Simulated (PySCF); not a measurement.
All values below come from TPSSh-D3(BJ)/def2-TZVP // PBE0-D3(BJ)/def2-TZVP run with PySCF. Isolated molecules, 0 K electronic values unless said otherwise. One relaxed conformer stands for a flexible species; it need not be the lowest. Delta-SCF ions had no search for a lower state. 

Reference species (SMILES): `F[Si](F)(F)F` (neutral, multiplicity 1).

The HOMO–LUMO gap is 11.72 eV and the HOMO is -11.59 eV. The vertical ionisation energy (Delta-SCF) comes out as 14.91 eV.

Changed species: `S[Si](S)(S)S` (4 of 4 F replaced by SH; the reference has 0 of 4 F replaced by SH).

What does the change do to the HOMO–LUMO gap, HOMO and vertical ionisation energy (Delta-SCF)?

the HOMO–LUMO gap falls by 5.57 eV, to 6.15 eV; the HOMO rises by 4.61 eV, to -6.98 eV; the vertical ionisation energy (Delta-SCF) decreases by 5.80 eV, to 9.11 eV.
